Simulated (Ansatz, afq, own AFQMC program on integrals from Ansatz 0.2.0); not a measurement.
**CH2Si, triplet: AFQMC among the cluster methods**

```xyz
4

Si    0.0000    0.0000    0.9101
C     0.0000    0.0000   -2.4269
H     0.0000    1.2125    1.7801
H     0.0000   -1.2125    1.7801
```

Connectivity, by distances: SiH2 ··· C.

Basis cc-pVDZ. Noble-gas cores (and the filled d shells of Ga–Kr and In–Xe) are frozen. Integrals, coupled cluster, full CI and functionals: Ansatz 0.2.0; the random walks run on the same integrals in our own AFQMC program. The CISD trial takes its coefficients from CCSD amplitudes. Released means that phaseless walkers are propagated on without the constraint, phases kept. ± is one standard error of the sampling.

Determinant: ROHF, the one that the program's search chose, which needn't be the lowest solution. The geometry is a point of a scan.

No full CI on the walks' own integrals is used here; CCSDT(Q) serves as the reference and is uncertain by about the last step of the cluster series.

Cautions: lower spins were not checked; higher spins were not checked; a spin-contaminated unrestricted determinant lies lower (UHF 284 meV lower, ⟨S²⟩ 2.52).

- T1 diagnostic: 0.0170
- weight of the determinant in the CISD state: 0.870
- size of the correlated space: 10 electrons in 36 orbitals

```csv
level,correlation energy (eV)
MP2,-3.9692
CCSD,-5.2973
CCSD(T),-5.3982
```

(1) Estimate where AFQMC with the constraint released lies against CCSD(T) on the same integrals.

(1) 1.69 ± 0.64 mEh below CCSD(T).

Reference: CCSDT(Q), correlation energy -5.437 eV. The released energy is read at 2.40 1/Eh (meV from the phaseless value at times in 1/Eh: 2 ± 11 at 0.24, -21 ± 10 at 0.51, -27 ± 12 at 0.99, -18 ± 12 at 1.62, -34 ± 17 at 2.40).

```
         level  E − E(reference) (mEh)  share of correlation (%)
       CCSD(T)                    1.44                     99.28
         CCSDT                    0.20                     99.90
 ph-AFQMC/CISD             1.00 ± 0.35                     99.50
released AFQMC            -0.25 ± 0.64                    100.13
```

A walk keeps the symmetry of its determinant, which the program's search chose and which needn't be the lowest solution, so a lower state of the same spin and another symmetry isn't excluded. Released energies are given only where the last usable release times agree within the noise; a slower fall can still hide under it.
